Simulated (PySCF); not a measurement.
# CH2ClF: the cost of one run

The runs use PySCF 2.14.0, with density-fitted response routines of our own; the level of theory stands in each step. All values are computed, except where a source is named. Atoms are numbered from 0 throughout.

## 1. Starting geometry

5 atoms, charge 0, multiplicity 1; geometry from: GFN2-xTB. The atoms were then displaced at random by about 0.01 Å, so the start is not that level's minimum.

Bonds of the start (Å): F0–C1 1.32, C1–Cl2 1.76, C1–H3 1.08, C1–H4 1.10.

## 2. Relaxing the molecule at PBE0-D3(BJ)/def2-SVP

What the job is given:

```
{"job": {"xc": "PBE0", "basis": "def2-SVP", "d3": "d3bj", "grid": 1, "shake": 0.01, "kind": "geom"}, "charge": 0, "multiplicity": 1}
F     -0.743770     1.074100    -0.121130
C     -0.115640    -0.078240     0.006100
Cl     1.624080     0.195620    -0.071540
H     -0.328450    -0.494820     0.980890
H     -0.402650    -0.730620    -0.832220
```

The run is started by

```bash
OMP_NUM_THREADS=1 python probes_run.py task.json out
```

The driver reads the jobs from task.json and runs them one after another.

**Question.** How long does this first job take on 1 thread of Arm Neoverse V2, shared host, and how much memory does it need?

About 5.5 s, with a peak of 0.28 GiB.
